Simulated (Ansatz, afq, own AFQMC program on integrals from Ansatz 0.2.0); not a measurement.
Integrals from Ansatz 0.2.0, then the random walk in our own AFQMC program (afq).

```yaml
crystal:
  periodic: [false, false, false]
  atoms:
    - {symbol: Al, position_ang: [0.000000, 0.000000, 0.000000]}
    - {symbol: O, position_ang: [0.000000, 0.000000, 1.620001]}
basis:
  gaussian: {orbitals: 6-31G}
magnetization: {spin_polarized: true, initial_magnetization: 1}
correlation: {method: ccsd_t, electrons: outside_noble_gas, hamiltonian_folder: ham}
```

```sh
$ ansatz run in.yaml --threads 1 --pin off --events-out ev --progress --plain --max-ram 24576MiB --backend cuda --devices 0, --max-vram 18GiB
```

afq runs on the folder ham with

```
--method phaseless --trial cisd --walkers 4000 --populations 20 --least-time 60 --time-step 0.005 --steps-per-block 50 --equilibration-blocks 28 --max-blocks 4000 --target-error 0.00018 --factor-cut 1e-05 --start spin_pure --seed 6992 --release-times 0.24,0.51,0.99,1.62,2.4 --release-step 0.03 --release-every 3 --taylor-order 6
```

Times are imaginary, in 1/Eh. The walk had a cap of 122 s. With eight or more populations the least sampling time is a fifth of least-time, and the error comes from their spread.

Log:

```
orbitals 16  electrons 5 4  factors 85 of 214
reference energy -316.68375134 Eh
CCSD correlation -0.16597843 Eh in 16 cycles, weight of the determinant in the CISD state 0.6806
energy of the start -316.849203 Eh
 block  time / (1/Eh)  mean weight  energy / Eh
     1     0.250  1.0002  -316.848384
     2     0.500  1.0000  -316.849603
     3     0.750  1.0000  -316.850952
     4     1.000  0.9999  -316.852782
     5     1.250  0.9999  -316.852663
     8     2.000  1.0001  -316.853720
    15     3.750  0.9999  -316.855090
    36     9.000  1.0003  -316.856163
    57    14.250  1.0001  -316.857183
    78    19.500  0.9999  -316.855843
    99    24.750  1.0000  -316.856123
   120    30.000  1.0001  -316.854989
   141    35.250  1.0001  -316.855613
   162    40.500  0.9997  -316.856169
   183    45.750  1.0000  -316.858165
   204    51.000  0.9999  -316.856907
   225    56.250  1.0001  -316.856646
   246    61.500  0.9998  -316.856674
   267    66.750  0.9998  -316.854017
   288    72.000  1.0000  -316.858832
   302    75.500  1.0000  -316.854792
error from the spread of 20 populations
released: time / (1/Eh)  energy / Eh  error  mean overlap
  0.24  -316.856333  0.000121  1.0006
  0.51  -316.856489  0.000124  1.0000
  0.99  -316.856738  0.000136  1.0007
  1.62  -316.857251  0.000269  1.0004
  2.40  -316.863191  0.005915  1.0006
energy -316.856019 +/- 0.000121 Eh
(rows thinned)
```

The run passed its tests (sampling time, drift between the halves within three errors, error under three times the target), which doesn't prove that it has relaxed.

Against this walk (error 3.3 meV) on the same determinant: CCSD(T) 37.3 meV higher, full CI 73.6 meV lower. The error is statistical and leaves out the bias of the constraint. The released energies are still falling (meV from the phaseless value at times in 1/Eh: -9 ± 3 at 0.24, -13 ± 3 at 0.51, -20 ± 4 at 0.99, -34 ± 7 at 1.62, -195 ± 161 at 2.40), so they give no level; they do show a bias of the constraint, and the last of them that isn't too noisy lies 40 meV above full CI. Full CI is exact here, so the walk's 74 meV above it is the walk's own error: the bias of the constraint with this trial. The determinant is a poor start (see the cautions), so the low cluster orders aren't to be relied on, and full CI is the sure value.

Cautions: constraint bias not in the error; an unrestricted solution with more broken spin lies lower (176 meV, ⟨S²⟩ 0.90); strong correlation (T1 0.117, weight of the determinant 0.68, largest double 0.12).

The walk took 91 s on 1 × NVIDIA H100 80GB HBM3 with 2 threads of AMD EPYC 7R13 Processor (Zen 3), on a shared host (the card was shared). The log's last line is the phaseless energy.

A walk keeps the symmetry of its determinant, which the program's search chose and which needn't be the lowest solution, so a lower state of the same spin and another symmetry isn't excluded.
